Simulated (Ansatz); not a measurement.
**Structure relaxation of Os**

The calculation used Ansatz, DFT r2SCAN, scalar-relativistic, plane waves, PAW. Cutoff 500 eV, Γ-centred k mesh, Gaussian smearing, no spin polarisation in the final step.

The start puts Os on the alpha-gallium structure type (Cmce, No. 64), at a guessed volume.

```yaml
crystal:
  lattice:
    - [2.06226, -3.49515, 0.00000]
    - [2.06226, 3.49515, 0.00000]
    - [0.00000, 0.00000, 4.13000]
  atoms:
    - { symbol: Os, position: [0.15250, 0.84750, 0.07850] }
    - { symbol: Os, position: [0.65250, 0.34750, 0.42150] }
    - { symbol: Os, position: [0.84750, 0.15250, 0.92150] }
    - { symbol: Os, position: [0.34750, 0.65250, 0.57850] }
```

Cell and atoms relax at zero pressure; the relaxation can't lower the symmetry of the start. After a coarse first stage the cell is made exact in the group found at 0.06 Å.

Energies count from the standard state of Os at the same level.

Task: What does it relax into?

Result: It ends in I4/mmm (No. 139). Conventional cell: a = 2.774 Å, c = 8.246 Å. Os has 5 Os at 2.48–2.56 Å and 4 Os at 2.77 Å.

```cif
data_structure
_symmetry_space_group_name_H-M 'I4/mmm'
_symmetry_Int_Tables_number 139
_cell_length_a 2.7744
_cell_length_b 2.7744
_cell_length_c 8.2460
_cell_angle_alpha 90.000
_cell_angle_beta 90.000
_cell_angle_gamma 90.000
_cell_volume 63.47
loop_
_atom_site_label
_atom_site_type_symbol
_atom_site_symmetry_multiplicity
_atom_site_Wyckoff_symbol
_atom_site_fract_x
_atom_site_fract_y
_atom_site_fract_z
_atom_site_occupancy
Os1 Os 4 e 0.50000 0.50000 0.34940 1
```

Task: What are its volume, energy, density and gap?

Result: The volume per atom is 15.87 Å³. The density is 19.91 g/cm³ and the energy over the standard structure is 0.52 eV/atom. The gap on the 28×28×28 mesh is 0 eV (a metal).

The final run used a 28×28×28 mesh on its 2-atom cell and 0.10 eV smearing. For metals, differences of a few meV/atom aren't resolved. Spin–orbit coupling is left out. Symmetry constrained the relaxation, so the result can be a saddle point.

This form isn't the element's structure at ambient conditions.